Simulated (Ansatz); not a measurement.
Reaction (SMILES): C#N (CH-N) → [C-]#[NH+] (C-NH)
B3LYP-D3(BJ)/def2-TZVP geometries, fixed; electronic energies without zero-point terms.

Core correlation in the isomerisation energy at CCSD(T) with Ansatz (a program for electronic structure), in kcal/mol: frozen core against all electrons. Core-valence sets carry the plain set on hydrogen. Costs are rough ratios of core time on shared machines of one kind.

```tsv
basis	functions, most	frozen core	all electrons	core term (second minus first)	cost over frozen core
cc-pVDZ	33	15.57	15.63	0.07	-
cc-pCVDZ	41	15.49	15.55	0.06	-
cc-pVTZ	74	14.83	15.20	0.37	-
cc-pCVTZ	100	14.87	14.98	0.11	-
cc-pwCVTZ	100	14.89	15.08	0.20	-
cc-pVQZ	140	14.77	14.94	0.17	1×
cc-pwCVQZ	198	14.81	15.04	0.23	0.9×
cc-pCVQZ	198	14.80	15.01	0.21	1×
```

The largest core-valence set, cc-pCVQZ, gives a core term of 0.21 kcal/mol; the valence set cc-pVQZ, which lacks functions for the core, gives 0.17.
